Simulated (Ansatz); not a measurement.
A run of Ansatz (development build ahead of 0.2.0) on singlet OH(-) at this shape:

```
atom    x (Å)   y (Å)    z (Å)
   O  -0.0416  0.0010  -0.0838
   H   0.0219  0.0205   0.7108
```

Its results:

* Converged: yes
* Total energy: -75.26864 hartree
* Spin squared of the determinant: 0.000

Question: Which input gives this output? Name the method, the orbitals and the basis set, and write the input.

Answer: RHF in 6-31G. An unrestricted run that stays on the closed shell gives the same numbers.

```yaml
crystal:
  periodic: [false, false, false]
  atoms:
    - { symbol: O, position_ang: [-0.04156, 0.00105, -0.08378] }
    - { symbol: H, position_ang: [0.02187, 0.02047, 0.71078] }
basis:
  gaussian: { orbitals: "6-31G" }
total_charge: -1
hamiltonian:
  xc: hf
```

Caution: no unrestricted run beside it, a lower state can exist; no diffuse functions for an anion.
